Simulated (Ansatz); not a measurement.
Se (model structure, started from the hcp type, P6₃/mmc, No. 194, 2 atoms in the cell): properties by level of theory

```json
[
 {"level (code)": "PBE (Ansatz)", "equilibrium lattice constant a (Å)": "3.664", "c axis length (Å)": "3.836"},
 {"level (code)": "PBEsol (Ansatz)", "equilibrium lattice constant a (Å)": "3.562", "c axis length (Å)": "3.817"},
 {"level (code)": "PBE-D3(BJ) (Ansatz)", "equilibrium lattice constant a (Å)": "3.575", "c axis length (Å)": "3.829"}
]
```

Ansatz's density-functional and Hartree–Fock values are scalar-relativistic unless marked +SOC, with PAW data made under PBE.

Computed values are for the static lattice.

A model structure was made by putting elements into a prototype or built by hand; it is no filed structure, need not be a known phase, and can be a saddle point held by its symmetry.

Ansatz is a quantum-chemistry and plane-wave program.
